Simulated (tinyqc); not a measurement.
Inside a calculation. Method: Hueckel theory of the pi electrons with the omega technique, for the molecule C=CC=C (SMILES; centres numbered as the heavy atoms are written). One step of it, computed by the program tinyqc.

Problem. Energy, charges, bond orders. E = sum n x; q_r = z_r - P_rr; bond order p = P_rs; free valence = sqrt(3) - sum of p over the bonds of the atom.

x values: 1.618034  0.618034  -0.618034  -1.618034

occupations: 2.000000  2.000000  0.000000  0.000000

charge and bond-order matrix P, lower triangle:
```
,1C,2C,3C,4C
1C,1.000000
2C,0.894427,1.000000
3C,0.000000,0.447214,1.000000
4C,-0.447214,0.000000,0.894427,1.000000
```

Centres:
```
centre,"z_r, pi electrons of the neutral centre",h
1C,1,0.000000
2C,1,0.000000
3C,1,0.000000
4C,1,0.000000
```

Bonds:
```
i,j,k
1,2,1
2,3,1
3,4,1
```

Give: pi energy = 4 alpha + this times beta; pi charges; Bond orders and lengths from R = 1.517 - 0.180 p; free valence of the carbons; gap between the highest filled and the next level.

Solution.

pi energy = 4 alpha + this times beta = 4.4721

pi charges: 1C 0.0000, 2C 0.0000, 3C 0.0000, 4C 0.0000

Bond orders and lengths from R = 1.517 - 0.180 p (angstrom, C-C alone):
```
bond,p,R
1-2,0.8944,1.3560
2-3,0.4472,1.4365
3-4,0.8944,1.3560
```

free valence of the carbons: 1C 0.8376, 2C 0.3904, 3C 0.3904, 4C 0.8376

gap between the highest filled and the next level = 1.2361 |beta|
